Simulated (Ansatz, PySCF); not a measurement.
This Ansatz (a quantum-chemistry and plane-wave program) input computes a CCSD(T)/cc-pVDZ energy:

Ansatz 0.2 input:
```yaml
crystal:
  periodic: [false, false, false]
  atoms:
    - {symbol: C, position_ang: [-0.00159204, -0.00021295, -0.45999677]}
    - {symbol: C, position_ang: [0.00380641, 0.00050915, 1.09980700]}
    - {symbol: F, position_ang: [-0.02191591, 1.25327827, -0.84171461]}
    - {symbol: F, position_ang: [1.09229255, -0.61076651, -0.84470792]}
    - {symbol: F, position_ang: [-1.07911077, -0.64368004, -0.83717749]}
    - {symbol: N, position_ang: [0.00772575, 0.00103340, 2.23224164]}
    - {symbol: H, position_ang: [0.01124075, 0.00150357, 3.24784744]}
basis:
  gaussian:
    orbitals: cc-pVDZ
total_charge: 1
magnetization: {spin_polarized: false}
correlation: {method: ccsd_t, electrons: outside_noble_gas}
```

Task: Write an input for the same energy in PySCF and say what it gives.

Result: 
```python
from pyscf import gto, scf, mp, cc as ccmod

mol = gto.M(
    atom='''
    C    -0.00159204   -0.00021295   -0.45999677
    C     0.00380641    0.00050915    1.09980700
    F    -0.02191591    1.25327827   -0.84171461
    F     1.09229255   -0.61076651   -0.84470792
    F    -1.07911077   -0.64368004   -0.83717749
    N     0.00772575    0.00103340    2.23224164
    H     0.01124075    0.00150357    3.24784744
    ''',
    basis='cc-pvdz',
    charge=1,
    spin=0,
    verbose=4,
)

mf = scf.RHF(mol)
mf.conv_tol = 1e-10
mf.max_cycle = 100
mf.kernel()
mp2 = mp.MP2(mf, frozen=6).run()
cc = ccmod.CCSD(mf, frozen=6)
cc.max_cycle = 100
cc.kernel()
et = cc.ccsd_t()
print(f'E(CCSD(T)) = {cc.e_tot + et:.9f}')
```
It gives -429.77082 Eh, and Ansatz -429.77081 Eh, a difference of 0.01 mEh.

It need not be the lowest isomer of its formula.
